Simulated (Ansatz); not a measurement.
# Strength of the N–H bond: B2NH5 → B2NH4 + H

Species: B2NH5 `BNB`, singlet; B2NH4 `B[N]B`, doublet; H atom, doublet. 

Shapes, held fixed at every level: PBE0-D4/def2-TZVP. Programs: Ansatz 0.2.0. The zero-point and thermal change to 298 K, harmonic and unscaled (PBE0-D4/def2-TZVP), is -35.4 kJ/mol.

(1) Estimate ΔH(298 K) of this reaction.

## Answers

(1) The highest level, CCSD(T)/CBS estimate, gives ΔH(298 K) = +433.5 kJ/mol; the levels span +397.1 to +433.5. The column of differences is taken from that level and isn't an error. No measured value is set beside it here. Open shells run unrestricted unless RO is named. The CBS estimate extrapolates MP2 from def2-TZVPP and def2-QZVPP and adds CCSD(T) − MP2 in the triple-zeta set, cores frozen. Times are processor times on shared x86 and Arm servers, and rough.

```
                level                    kind  ΔH(298 K) (kJ/mol)  less CCSD(T)/CBS estimate  CPU time (sum over the molecules)
     SPW92/def2-TZVPP                     LDA              +429.4                       -4.1                              2.5 s
   PBE0-D4/def2-TZVPP           global hybrid              +400.1                      -33.4                              5.1 s
r2SCAN0-D4/def2-TZVPP           global hybrid              +397.1                      -36.4                              8.6 s
   wB97X-V/def2-TZVPP  range-separated hybrid              +417.5                      -16.0                               13 s
   CCSD(T)/def2-TZVPP   coupled cluster or CI              +425.1                       -8.4                               71 s
      CCSD/def2-TZVPP   coupled cluster or CI              +423.4                      -10.1                                  –
 CCSD(T)/CBS estimate   coupled cluster or CI              +433.5                        0.0                            1.7 min
```
